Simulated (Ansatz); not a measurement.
System: FeS₂ (Pnnm, No. 58). Method: PBE-D4 (PAW; Ansatz, a quantum-chemistry and plane-wave program).

Run with plane-wave cutoff 500 eV, 10×8×12 k mesh (along the axes of the cell as run), gaussian smearing 0.02 eV, no spin polarisation, scalar-relativistic PAW data made under PBE.

Cell (relaxed at this level):

Space group Pnnm (No. 58); a = 4.393 Å, b = 5.361 Å, c = 3.356 Å, α = 90.00°, β = 90.00°, γ = 90.00°

| atom | site | symmetry | x | y | z |
|---|---|---|---|---|---|
| Fe | 2a | ..2/m | 0.0000 | 0.0000 | 0.0000 |
| S | 4g | ..m | 0.2054 | 0.3753 | 0.0000 |

Q: Estimate the band gap that the calculation returns.

A: 
- band gap = 0.92 eV (on the SCF k mesh)

Measured, for comparison: band gap 0.73 eV (temperature not stated, no zero-point or thermal correction, X-ray absorption and emission, our sources range from 0.34 to 0.73; as tabulated in Ma et al. (2021), arXiv:2111.12440).

Note: a distance lies near a switch of the dispersion term, which can move the cell.

Static lattice: no zero-point or thermal effects.
